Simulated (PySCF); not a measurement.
# ClH2Si: the cost of one run

Method: levels as typed in each script, gas phase, geometry from GFN2-xTB; program: PySCF 2.14.0.

**1. Starting geometry**

SMILES `Cl[SiH2]`, 4 atoms, charge 0, spin multiplicity 2.

Bond lengths: Cl1–Si2 2.022 Å, Si2–H3 1.452 Å, Si2–H4 1.451 Å. Angles: Cl1–Si2–H3 110.2°, Cl1–Si2–H4 110.3°, H3–Si2–H4 115.1°.

Geometry (Å):

```
Cl   -1.0114    0.0000    0.0149
Si    1.0081   -0.0001   -0.0871
H     1.5392    1.2254    0.4826
H     1.5401   -1.2240    0.4832
```

**2. Density, bond paths and surface potential (M06-2X/6-311g**)**

input.py

```python
import numpy as np
from pyscf import gto, scf, dft
from pyscf.scf import atom_ks, atom_hf
from scipy.linalg import block_diag

def solve(mol, dm0=None, hcore=None):
    mf = (dft.UKS if mol.spin else dft.RKS)(mol, xc='m062x')
    mf.grids.level = 3
    mf = mf.density_fit(auxbasis='def2-universal-jkfit')
    mf.conv_tol, mf.max_cycle = 1e-8, 80
    if hcore is not None:
        mf.get_hcore = lambda *args: hcore
    mf.kernel(dm0)
    if not mf.converged:
        mf = mf.newton().run(mf.mo_coeff, mf.mo_occ, max_cycle=30)
    assert mf.converged, 'SCF not converged'
    return mf

mol = gto.M(atom='''
Cl    -1.01137    -0.00001     0.01495
Si     1.00814    -0.00009    -0.08714
H      1.53919     1.22540     0.48258
H      1.54014    -1.22396     0.48323
''', basis='6-311g**', charge=0, spin=1, verbose=4)
mf = solve(mol)
mf.analyze()
# spherically averaged free atoms, for the promolecule
atm = atom_ks.get_atm_nrks(mol, xc='m062x')
pro = block_diag(*[(atm[a[0]][2] * atm[a[0]][3]) @ atm[a[0]][2].T for a in mol._atom])
np.savez('result.npz', e=mf.e_tot, c=mf.mo_coeff, occ=mf.mo_occ, eps=mf.mo_energy, pro=pro, dip=mf.dip_moment(verbose=0), s2=mf.spin_square()[0])
```

On the command line:

```bash
> OMP_NUM_THREADS=1 python input.py
```

What time and memory should one allow on 1 thread of AMD EPYC 7R43 (Zen 3), shared host?

About 12 s, with a peak of 0.31 GiB.
